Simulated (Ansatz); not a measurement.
Run this with Ansatz 0.2.0 through its Python package and show what comes out.

The script, `conformers_c2h3clf2.py`:
```python
# -*- coding: utf-8 -*-
import ansatz as az
from rdkit import Chem
from rdkit.Chem import AllChem

BASIS = "6-31G*"
FUNCTIONAL = "pbe"


def main():
    rd = Chem.AddHs(Chem.MolFromSmiles("FCC(F)Cl"))
    ids = list(AllChem.EmbedMultipleConfs(rd, numConfs=20, randomSeed=496, pruneRmsThresh=0.4))
    field = [energy for _, energy in AllChem.MMFFOptimizeMoleculeConfs(rd)]
    distinct = {round(e, 2): i for i, e in zip(ids, field)}
    chosen = sorted(distinct.items())[:3]
    found = []
    for force_field, index in chosen:
        geometry = az.Crystal.molecule()
        for atom, xyz in zip(rd.GetAtoms(), rd.GetConformer(index).GetPositions()):
            geometry = geometry.atom(atom.GetSymbol(), xyz.round(5).tolist())
        setup = (
            geometry.calculation()
            .basis(gaussian=BASIS)
            .functional(FUNCTIONAL)
        )
        found.append(setup.run().report["free_energy_ev"])
    print("conformer   MMFF (kcal/mol)   this level (eV)")
    for (force_field, index), e in zip(chosen, found):
        print(f"{index:9d} {force_field - chosen[0][0]:17.2f} {(e - min(found)):17.3f}")


if __name__ == "__main__":
    main()
```

```console
$ python conformers_c2h3clf2.py
conformer   MMFF (kcal/mol)   this level (eV)
        1              0.00             0.000
        5              0.99             0.019
        4              1.00             0.058
```

The conformers keep their force-field geometries. Run time: 5.5 s on 1 thread of Arm Neoverse V2 (shared host), peak memory 0.24 GiB.
